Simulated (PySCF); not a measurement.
**`O=c1ccc1=O`, C4H2O2**

Geometry (Å), atoms numbered from 1 in this order:
```xyz
8

O    -1.551    1.520   -0.033
C    -0.696    0.696   -0.029
C    -0.622   -0.813   -0.010
C     0.728   -0.847   -0.021
C     0.879    0.656   -0.039
O     1.774    1.436   -0.055
H    -1.386   -1.590    0.006
H     1.451   -1.663   -0.016
```

Theory: UKS CAM-B3LYP/def2-SVP four-point reorganisation energy, gas phase in PySCF. Geometry: CAM-B3LYP/def2-SVP.

(1) What is the inner reorganisation energy for hole transfer, with the ionisation energy?

(2) What is the inner reorganisation energy for electron transfer, with the electron affinity?

Answers

(1) λ = 0.593 (surface of the oxidised species) + 1.450 (surface of the starting species) = 2.043 eV. The ionisation energy is 9.78 eV vertical and 9.19 eV adiabatic without zero-point energy; at the relaxed geometry of the oxidised species the two energies differ by 7.74 eV. Largest bond changes: C5–C2 1.575 → 2.074 Å, C5–O6 1.187 → 1.144 Å, C4–C5 1.511 → 1.469 Å, O1–C2 1.187 → 1.145 Å, C2–C3 1.511 → 1.469 Å. ⟨S²⟩ of the relaxed oxidised species 0.758.

(2) λ = 0.509 (surface of the reduced species) + 0.493 (surface of the starting species) = 1.002 eV. The electron affinity is 0.01 eV vertical and 0.52 eV adiabatic without zero-point energy; at the relaxed geometry of the reduced species the two energies differ by 1.02 eV. Largest bond changes: C3–C4 1.350 → 1.457 Å, C4–C5 1.511 → 1.437 Å, C2–C3 1.511 → 1.437 Å, C5–O6 1.187 → 1.221 Å, O1–C2 1.187 → 1.221 Å. ⟨S²⟩ of the relaxed reduced species 0.754.

The highest occupied orbital of the reduced species is unbound in this basis, so its energies are rough.
